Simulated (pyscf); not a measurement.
PySCF, gas phase, ωB97X-D3(BJ)/def2-SVP geometries. MP2 and CC: frozen core, UHF for open shells. ΔMP2 is the change of the MP2 total energy from the triple- to the quadruple-zeta basis.

### Question
HO–SiH: [singlet] + ammonia (NH₃) -> H₂N–SiH₂–OH
Surface: singlet. Broken: H–N. Formed: N–Si, H–Si. Give ΔE‡ and ΔE from CCSD(T)/def2-TZVPP + ΔMP2(QZVPP), relative to the separated reactants.

### Answer
ΔE‡ = 0.82 eV, ΔE = -2.56 eV. Zero-point energy shifts the barrier by -0.01 eV. It is an insertion, with an imaginary mode of 1608i cm⁻¹. On the reactant side the descent ends in an adduct with a N–Si contact, 0.87 eV under the separated species and 1.59 eV under the saddle at ωB97X-D3(BJ)/def2-TZVP. What is counted as formed (N–Si) is already present as a longer contact in the reactant adduct; forming that adduct is a step of its own. At ωB97X-D3(BJ) the barrier from the zero used here is 0.72 eV. The same reactants have a lower exit, to H₂N–SiH: [singlet] + H₂O (highest point, the separated products, at +0.17 eV at ωB97M-D3(BJ), against +0.83 eV here). This is the saddle that the search found; another between the same sides may lie lower. The CCSD(T) − MP2 part came from Ansatz, without density fitting, on the same reference.
